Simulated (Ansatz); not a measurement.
System: 2H MoS₂. Method: PBE-D3(BJ) (Ansatz, a first-principles code, PAW).

Run with plane-wave cutoff 520 eV, 12×12×4 k mesh (along the axes of the cell as run), Fermi–Dirac smearing 0.01 eV, no spin polarisation, scalar-relativistic PAW data made under PBE.

A third-order Birch–Murnaghan fit to the energies gives V0 = 17.305 Å³/atom, B0 = 47.6 GPa, B′ = 11.7.

```
V (Å³/atom)  P (GPa)
-----------  -------
16.613             ?
16.959             ?
17.305         0.000
17.651        -0.840
17.997             ?
```

Question: Estimate the withheld pressures from this fit; the answers are the runs' own values.

Answer: 
- 16.613, P (GPa): 2.439
- 16.959, P (GPa): 1.094
- 17.997, P (GPa): -1.462

The formula P = (3/2) B0 (x^(7/3) − x^(5/3)) [1 + (3/4)(B′ − 4)(x^(2/3) − 1)] with x = V0/V meets the computed pressures within 0.02 GPa when these rounded values are put in.

Shape and atoms are relaxed at each volume.

Measured, for comparison: bulk modulus 53.4 ± 1 GPa (room temperature, not corrected to a static lattice; as tabulated in Equation of State Measurement of Molybdenum Disulfide, J. Phys. Chem. Solids 67 …). Computed (rounded) less measured: bulk modulus -11 %.

Note: the bulk modulus comes from volumes at which shape and atoms were relaxed.

Cost on a shared machine: around 5 core-minutes (rough).
